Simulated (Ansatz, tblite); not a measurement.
# The cluster TaTe2: rung by rung

How do method and basis change the picture of the cluster TaTe2 (doublet)?

The runs use Ansatz 0.2.0, Gaussian basis; as each input shows.

Plan: GFN1-xTB, GFN2-xTB, PBE-D4/def2-TZVP, r2SCAN-D4/def2-TZVP, BHLYP-D4/def2-TZVP, r2SCAN0-D4/def2-TZVP, ωB97X-V/def2-TZVP, HF/def2-TZVP, B2PLYP/def2-TZVP, LC-ωPBE(0.10)/def2-TZVP, LC-ωPBE(0.15)/def2-TZVP, LC-ωPBE(0.20)/def2-TZVP, LC-ωPBE(0.30)/def2-TZVP, PBE-D4/def2-SVP, PBE0-D4/def2-SVP, PBE0-D4/def2-TZVPD, PBE-D4/def2-TZVPD, r2SCAN-D4/def2-TZVPD, CCSD(T)/def2-SVP, MP2/def2-TZVP, RPA/def2-TZVP.

1 further run of the same task is left out (set aside as unsound or not needed). Runs told in other sessions of the task aren't counted.

## (1) The geometry

The doublet was relaxed beforehand with PBE-D4/def2-TZVP. At that level it is the lowest of the isomers that a small search found.

3 atoms, charge 0, spin multiplicity 2.

Bond lengths: Ta1–Te2 2.679 Å, Ta1–Te3 2.679 Å, Te2–Te3 2.740 Å. Angles: Te2–Ta1–Te3 61.5°, Ta1–Te2–Te3 59.2°, Ta1–Te3–Te2 59.2°.

Ta, Te take a core potential in the def2 sets. No spin-orbit coupling is included.

PBE0-D4/def2-TZVP was run before; its log isn't repeated, and its numbers join the tables.

## (2) GFN1-xTB

Tight binding, by tblite at 300 K electronic temperature and without a spin-polarisation term:

```python
tblite.interface.Calculator('GFN1-xTB', numbers, positions, charge=0, uhf=1).singlepoint()
```

Energy -258.8701 eV; 0.003 s.

## (3) GFN2-xTB

Tight binding, by tblite at 300 K electronic temperature and without a spin-polarisation term:

```python
tblite.interface.Calculator('GFN2-xTB', numbers, positions, charge=0, uhf=1).singlepoint()
```

Energy -220.9104 eV; 0.004 s.

## (4) PBE-D4/def2-TZVP

start.molden holds the orbitals of an earlier run on this state, given as this run's starting guess.

Input file in.yaml:

```yaml
crystal:
  periodic: [false, false, false]
  atoms:
    - {symbol: Ta, position_ang: [1.404601, -0.605725, 0.123395]}
    - {symbol: Te, position_ang: [-0.621549, 0.211973, -1.426461]}
    - {symbol: Te, position_ang: [-0.783052, 0.393752, 1.303056]}
basis:
  gaussian: {orbitals: def2-TZVP, initial_orbitals: start.molden}
magnetization: {spin_polarized: true, initial_magnetization: 1}
hamiltonian: {xc: pbe, dispersion: d4}
scf: {omitted_lower_state_checks: [starts]}
output: {orbitals: {seedname: orbitals}}
```

Started as:

```sh
> ansatz run in.yaml --threads 4 --pin off --events-out ev --progress --plain --max-ram 3916MiB
```

The runs that follow: r2SCAN-D4/def2-TZVP; BHLYP-D4/def2-TZVP; r2SCAN0-D4/def2-TZVP; ωB97X-V/def2-TZVP; HF/def2-TZVP; B2PLYP/def2-TZVP; LC-ωPBE(0.10)/def2-TZVP; LC-ωPBE(0.15)/def2-TZVP; LC-ωPBE(0.20)/def2-TZVP; LC-ωPBE(0.30)/def2-TZVP; PBE-D4/def2-SVP; PBE0-D4/def2-SVP; PBE0-D4/def2-TZVPD; PBE-D4/def2-TZVPD; r2SCAN-D4/def2-TZVPD; CCSD(T)/def2-SVP; MP2/def2-TZVP; RPA/def2-TZVP.

Q: Predict the results of all the runs planned. Wanted: gap in def2-TZVP, named functionals and Hartree-Fock, smallest and largest; gap over the ω; correlation energy, CCSD(T)/def2-SVP; correlation energy, MP2/def2-TZVP; binding an atom, functionals in def2-TZVP; ⟨S²⟩ in def2-TZVP, named functionals and Hartree-Fock, smallest and largest; PBE0 total energy, smallest basis above largest.

As calculated:

```
                                                                   quantity                                value
 gap in def2-TZVP, named functionals and Hartree-Fock, smallest and largest       0.62 eV (PBE-D4), 6.93 eV (HF)
                                                    gap over the ω (1/bohr)       3.44 eV at 0.1, 5.32 eV at 0.2
                                       correlation energy, CCSD(T)/def2-SVP                            -13.30 eV
                                          correlation energy, MP2/def2-TZVP                            -32.34 eV
                                  binding an atom, functionals in def2-TZVP  1.78 (BHLYP-D4) to 2.34 eV (PBE-D4)
⟨S²⟩ in def2-TZVP, named functionals and Hartree-Fock, smallest and largest                         1.442, 1.772
                            PBE0 total energy, smallest basis above largest       0.94 eV (def2-SVP, def2-TZVPD)
```

In words: Over the named functionals and Hartree-Fock in def2-TZVP the gap runs from 0.62 eV (PBE-D4) to 6.93 eV (HF); exact exchange widens it. Raising the ω (1/bohr) from 0.1 to 0.2 moves the HOMO by -1.10 eV and the LUMO by +0.78 eV. Over the named functionals and Hartree-Fock in def2-TZVP spin contamination reaches 1.02 (HF), and every level is far from pure, so all describe a mixture with higher spin. Notes on CCSD(T)/def2-SVP: spin contamination, state flagged by the program.
